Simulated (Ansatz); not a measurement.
# What a trial cell of BiCl₂ relaxes into

These are results of DFT PBE, scalar-relativistic, plane waves, PAW (Ansatz 0.2.0), not measurements. Cutoff 420 eV, Γ-centred k mesh, Gaussian smearing, no spin polarisation in the final step.

The start puts BiCl₂ on the 3R molybdenite structure type (R3m, No. 160), with Bi in place of Mo, Cl in place of S, at a guessed volume.

```yaml
crystal:
  lattice:
    - [1.79130, 1.03420, 6.93563]
    - [-1.79130, 1.03420, 6.93563]
    - [0.00000, -2.06841, 6.93563]
  atoms:
    - { symbol: Bi, position: [0.00000, 0.00000, 0.00000] }
    - { symbol: Cl, position: [0.74840, 0.74840, 0.74840] }
    - { symbol: Cl, position: [0.58490, 0.58490, 0.58490] }
```

Cell and atoms relax at zero pressure; the relaxation can't lower the symmetry of the start. After a coarse first stage the cell is made exact in the group found at 0.06 Å.

Energies over the elements count from the elements' standard structures at the same level (Cl₂ as a molecule), with no empirical corrections.

Q: Describe the relaxed structure.

A: It keeps R3m (No. 160). The result has the 3R molybdenite structure. Conventional cell: a = 3.702 Å, c = 23.129 Å. Bi is coordinated by 6 Cl at 2.93 Å and 6 Bi at 3.70 Å; Cl on Wyckoff site a (1 atom of the primitive cell) is coordinated by 3 Bi at 2.93 Å; around Cl on Wyckoff site a (1 atom of the primitive cell) lie 3 Bi at 2.93 Å.

```
Bi Cl
1.0
     1.85122    1.06880    7.70951
    -1.85122    1.06880    7.70951
     0.00000   -2.13760    7.70951
Bi Cl
1 2
Direct
  0.99999 0.99999 0.99999
  0.75307 0.75307 0.75307
  0.58024 0.58024 0.58024
```

Q: What are its volume, energy, density and gap?

A: The volume per atom is 30.5 Å³, the density is 5.1 g/cm³ and the energy over the elements is -0.63 eV/atom. The gap on the 12×12×12 mesh is 0 eV (a metal).

The final run used a 12×12×12 mesh on its 3-atom cell and 0.10 eV smearing. The k mesh leaves about 4 meV/atom of noise in metals. Weakly bound directions are ill-defined at this level, which has no dispersion term. Spin–orbit coupling is left out. Symmetry constrained the relaxation, so the result can be a saddle point.

Cost: 3 runs of about 3 core-minutes in all, on Intel Xeon Platinum 8488C (Sapphire Rapids) (shared hosts).